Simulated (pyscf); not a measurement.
**Cycloaddition: HB=O (SMILES B=O) + H₂C=CH₂ (SMILES C=C) -> C₂H₅BO (SMILES B1CCO1)**

Gas phase, singlet surface, charge 0. Bonds broken: none. Bonds formed: B1–C4, O2–C5. Single points on ωB97X-D3(BJ)/def2-SVP structures (PySCF, gas phase). Correlated levels are frozen-core, on RHF or UHF. ΔMP2 is the change of the MP2 total energy from the triple- to the quadruple-zeta basis.

Transition state (Å):

```xyz
9

B     -0.3598    -0.6821     0.5170
O     -1.0789    -0.2583     1.5038
H      0.1128    -1.7812     0.2771
C     -0.3450     0.4250    -0.8413
C     -1.6663     0.3783    -0.3509
H      0.2339     1.3360    -0.6627
H     -0.0770    -0.1705    -1.7180
H     -2.3657    -0.3826    -0.7144
H     -2.1225     1.2066     0.1911
```

One imaginary mode, 582i cm⁻¹; descent along it reached the two sides named.

```csv
bond,change,reactant side (Å),saddle,product side
B1–C4,forms,3.3,1.752,1.592
O2–C5,forms,3.6,2.047,1.456
```

Electronic energies relative to the separated reactants (kcal/mol):

| level | barrier | reaction energy | reverse barrier |
|---|---|---|---|
| ωB97X-D3(BJ)/def2-TZVP | 31.3 | -8.2 | 39.5 |
| PBE/def2-TZVP | 27.0 | -5.7 | 32.7 |
| r²SCAN/def2-TZVP | 27.3 | -6.4 | 33.7 |
| B3LYP-D3(BJ)/def2-TZVP | 34.1 | -0.6 | 34.7 |
| PBE0-D3(BJ)/def2-TZVP | 26.8 | -11.1 | 37.9 |
| M06-2X/def2-TZVP | 31.8 | -6.5 | 38.3 |
| ωB97M-D3(BJ)/def2-TZVP | 33.3 | -3.8 | 37.1 |
| HF/def2-TZVP | 46.9 | +1.2 | 45.7 |
| MP2/def2-QZVPP | 33.7 | -2.2 | 35.9 |
| CCSD/def2-TZVPP | 37.5 | -2.8 | 40.3 |
| CCSD(T)/def2-TZVPP | 35.1 | -2.2 | 37.3 |
| CCSD(T)/def2-TZVPP + ΔMP2(QZVPP) | 35.0 | -2.1 | 37.1 |

With CCSD(T)/def2-TZVPP + ΔMP2(QZVPP) energies and thermal terms (ideal gas, 1 atm, RRHO with modes under 100 cm⁻¹ raised to 100, one conformer, R ln 2 for chiral ones without a mode under 150 cm⁻¹), in kcal/mol:

| T (K) | ΔH‡ | ΔG‡ | ΔH | ΔG |
|---|---|---|---|---|
| 298 | 35.5 | 45.4 | +0.4 | +11.2 |
| 600 | 35.2 | 55.7 | +0.1 | +22.3 |
| 900 | 35.5 | 65.8 | +0.5 | +33.4 |
| 1200 | 35.8 | 75.9 | +1.3 | +44.2 |

cyclic C₂H₅BO (SMILES B1CCO1) lies 35.1 kcal/mol over its isomer H₃C–CH₂–B=O (electronic energy, ωB97M-D3(BJ)). One saddle was located; it need not be the lowest between these sides. The CCSD(T) − MP2 part came from Ansatz, without density fitting, on the same reference.
